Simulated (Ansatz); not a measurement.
Program: Ansatz. Geometries: PBE0-D4/def2-TZVP. ΔE: electronic, gas phase. CCSD(T)/CBS is extrapolated from def2-TZVPP and def2-QZVPP, frozen cores. Functionals use def2-TZVPP. B3LYP here is the variant with VWN-RPA as its local correlation; programs differ in this. No spin–orbit coupling; open shells (•) take unrestricted orbitals. Spin–orbit coupling would lower the free atoms: a little for B, S.

Reaction (atomization): `[BH]S`• → B• + 2 H• + S•

| level | ΔE (kcal/mol) |
| --- | --- |
| B3LYP-D4 | 269.1 |
| B2PLYP | 264.9 |
| PBE-QIDH | 267.3 |
| r2SCANh | 273.3 |
| BHLYP | 260.6 |
| CAM-B3LYP | 267.4 |
| HF/def2-QZVPP | 202.0 |
| MP2/cc-pV(T+d)Z | 260.9 |

(1) What does CCSD(T)/CBS give? (An estimate is asked.)

Largest T1 diagnostic among the species: 0.018.

Answers

(1) Ansatz gave: +264.6 kcal/mol. The listed levels differ from it by 4.5, 0.3, 2.7, 8.7, -4.0, 2.8, -62.6, -3.7 kcal/mol.

The D4 term adds +1.9 kcal/mol with B3LYP and +1.0 kcal/mol with PBE0; it sums over pairs of atoms, weighted by their polarisabilities, and B3LYP, whose exchange is more repulsive, gets the larger term. In def2-TZVPP, CCSD(T) changes the Hartree–Fock value by +55.8 kcal/mol (the triples alone add +4.2 kcal/mol) and MP2 by +59.8 kcal/mol; breaking electron pairs costs correlation energy, which Hartree–Fock lacks.

CCSD(T)/CBS has its own doubt, a few kJ/mol and more with outer-core shells, so smaller differences from it don't rank the levels.
